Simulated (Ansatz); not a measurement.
A made-up structure of CHBCl (charge -1), closed shell:

B1  (0.181, -0.439, 0.245)
C2  (-0.264, 0.641, -0.359)
Cl3  (0.810, -1.967, 1.100)
H4  (-0.623, 1.512, -0.846)
(Å)

It is relaxed with PBE-D4/def2-SVPD and then PBE0-D4/def2-TZVPD (Ansatz 0.2.0). Atoms count as bonded within 1.22 times the sum of their covalent radii (H–H: 0.88 Å). The end point is not checked to be a true minimum.

Does its bonding change? (Judge from chemistry; the calculation decides.)

The calculation gives: No: no bond forms or breaks.

Where it ends: The first stage lowers the energy by 0.07 eV in 4 steps. It ends as CHBCl ([CH][B][Cl]), total charge -1:
B1  (0.190, -0.461, 0.258)
C2  (-0.255, 0.618, -0.346)
Cl3  (0.785, -1.906, 1.066)
H4  (-0.617, 1.497, -0.837)
(Å)

Labels in which every atom is bracketed show which atoms are joined, not bond orders.

For scale, one of the runs: PBE0-D4/def2-TZVPD relaxation, 129 basis functions, launched by `ansatz run in.yaml --threads 2 --pin off --events-out ev --progress --plain --max-ram 4352MiB`. Hardware: 2 CPU threads of an Arm Neoverse V2, shared host. Wall time about 8.5 s.
